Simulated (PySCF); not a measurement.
Structure problem from calculated spectra and properties.

Formula: C4H11P2; charge +1.

| Item | Value |
| --- | --- |
| Polarisability | 95.0 au [CAM-B3LYP/def2-SVPD] |
| 13C NMR | chemical shifts (computed TMS as zero) by class: 146.2 (1 C), 129.9 (1 C), 30.0 (1 C), 2.5 (1 C) ppm [GIAO CAM-B3LYP/pcSseg-1] |
| XPS | P2p3/2 141.7, P2p3/2 142.9, C1s 294.3, C1s 294.8, C1s 295.8, C1s 295.9, P1s 2155.3, P1s 2156.5 eV [ΔSCF SCAN, pcX-2 on the ionised atom, pcseg-1 elsewhere, spin-free X2C, 2p3/2 from a spin–orbit splitting computed afterwards within the 2p shell] |
| Triplet | lowest triplet excitation (Tamm–Dancoff): 4.22 eV [TDA CAM-B3LYP/def2-SVPD] |
| UV, first state | lowest singlet excitation: 6.50 eV (191 nm, f = 0.247) [TDDFT CAM-B3LYP/def2-SVPD] |
| 1H NMR | chemical shifts (computed TMS as zero) by class: 6.43 (1 H), 6.21 (1 H), 5.78 (1 H), 5.70 (1 H), 3.54 (2 H), 2.97 (1 H), 2.54 (1 H), 1.85 (3 H) ppm [GIAO CAM-B3LYP/pcSseg-1] |
| Valence photoelectron | vertical ionisation energy: 13.90 eV [ΔSCF CAM-B3LYP/def2-SVPD] |
| Rotational structure | rotational constants A, B, C: 4.565, 1.136, 0.995 GHz [PBE0-D3(BJ)/def2-SVP] |
| NMR, other nuclei | isotropic shieldings of nuclei other than C and H, by class: 336 (1 P), 514 (1 P) ppm [GIAO CAM-B3LYP/pcSseg-1] |

Electronic properties: PySCF, gas phase, density fitting. Levels stand in brackets. Geometry: PBE0-D3(BJ)/def2-SVP, one conformer, isolated ion. NMR values are class means; diastereotopic atoms form classes of their own.

**Question.** Give a SMILES that accounts for the data.

**Answer.** Numbering: `[CH2:1]=[CH:2][CH2:3][P@H+:4]([CH3:5])[PH2:6]`. 4 carbons fall into 4 classes; from least to most shielded: terminal =CH2 carbon [C1] (146.2 ppm), alkene CH carbon [C2] (129.9 ppm), sp3 carbon bound to phosphorus [C3] (30.0 ppm), sp3 carbon bound to phosphorus [C5] (2.5 ppm). Hydrogen classes from least to most shielded: 1 H on a terminal =CH2 carbon, C1 (6.43 ppm), 1 H on a terminal =CH2 carbon, C1 (6.21 ppm), 1 H on a phosphorus bonded to 2 C, P and H, P4 (5.78 ppm), 1 H on an alkene CH carbon, C2 (5.70 ppm), 2 H on a three-coordinate phosphorus, P6 (3.54 ppm), 1 H on an sp3 carbon bound to phosphorus, C3 (2.97 ppm), 1 H on an sp3 carbon bound to phosphorus, C3 (2.54 ppm), 3 H on an sp3 carbon bound to phosphorus, C5 (1.85 ppm, a mean of values up to 1.0 ppm apart in this geometry). The other shieldings belong to: 336 ppm, phosphorus bonded to 2 C, P and H [P4]; 514 ppm, three-coordinate phosphorus [P6]. The core levels belong to: P2p3/2 141.7 eV, three-coordinate phosphorus [P6]; P2p3/2 142.9 eV, phosphorus bonded to 2 C, P and H [P4]; C1s 294.3 eV, terminal =CH2 carbon [C1]; C1s 294.8 eV, alkene CH carbon [C2]; C1s 295.8 eV, sp3 carbon bound to phosphorus [C5]; C1s 295.9 eV, sp3 carbon bound to phosphorus [C3]; P1s 2155.3 eV, three-coordinate phosphorus [P6]; P1s 2156.5 eV, phosphorus bonded to 2 C, P and H [P4]. S1 is mainly HOMO→LUMO (weight 0.95); the largest Löwdin shares of the orbital it empties are 0.38 on the alkene CH carbon, 0.37 on the terminal =CH2 carbon, 0.07 on an sp3 carbon bound to phosphorus and 0.04 on the phosphorus bonded to 2 C, P and H, of the orbital it fills 0.39 on the three-coordinate phosphorus, 0.20 on the phosphorus bonded to 2 C, P and H, 0.07 on a P–H hydrogen and 0.06 on the terminal =CH2 carbon. The optimised geometry has point group C1 and is an asymmetric top. Structure: `C=CC[P@H+](C)P`. The assignments are read from this structure; whether some other isomer fits the data as well wasn't checked. The mirror image fits equally.

The values belong to the conformer `[CH2:1]=[CH:2][CH2:3][P@H+:4]([CH3:5])[PH2:6]`: C1–C2–C3–P4 106°, C2–C3–P4–C5 -61°, H–P6–P4–C3 -72°, H–P6–P4–C3 -167°.
